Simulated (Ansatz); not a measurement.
**Scan of [GeH$_{3}$···H···SiH$_{3}$], doublet**

Starting geometry:

```xyz
9

Ge   -0.9917    0.0000    0.0000
H    -1.5031    1.4466    0.0000
H    -1.5031   -0.7233    1.2528
H    -1.5031   -0.7233   -1.2528
H     0.5427    0.0000    0.0000
Si    2.4003    0.0000    0.0000
H     2.8503   -1.4163    0.0000
H     2.8503    0.7081   -1.2265
H     2.8503    0.7081    1.2265
```

From there H5 is moved from one fragment to the other while all else, the fragments' distance too, stays fixed; atoms are numbered as listed. Energies are in kcal/mol, counted from the starting geometry at the same level. Kohn–Sham curves are unrestricted where that lies lower.

Basis cc-pVDZ; Ansatz 0.2.0. Only valence electrons are correlated (noble-gas cores and the filled d shells of p-block atoms frozen). Prefix R: restricted or restricted open-shell reference; prefix U: unrestricted. No spin–orbit coupling is included, and no scalar relativity.

In so small a basis the reference is far from its limit while semilocal and hybrid functionals are nearer theirs (RPA and double hybrids share much of the reference's basis error), so the functionals' errors here hold much of the reference's basis and frozen-core error, which can add to them or hide them.

Full CI isn't at hand for all of this; UCCSDT(Q) serves as the reference, and is uncertain by about the last step of the cluster series.

```
distance Ge1-H5 (Å)  UCCSDT(Q)  SPW92   PBE  r2SCAN  PBE0  B3LYP  r2SCAN0  wB97M-V  B2PLYP  RPA-PBE
              1.534        0.0    0.0   0.0     0.0   0.0    0.0      0.0      0.0     0.0      0.0
              1.594       -1.0   -1.6  -1.6    -1.3  -1.3   -1.4     -1.1     -1.1    -1.2     -1.2
              1.713       -2.4   -3.1  -3.1    -2.6  -2.6   -3.0     -2.3     -2.7    -2.7     -2.7
              1.833       -3.6   -2.8  -3.1    -2.9  -2.9   -3.6     -2.9     -4.0    -3.6     -3.8
              1.952       -2.8    0.7  -0.3    -0.7  -0.8   -1.9     -1.2     -3.2    -2.4     -3.0
```
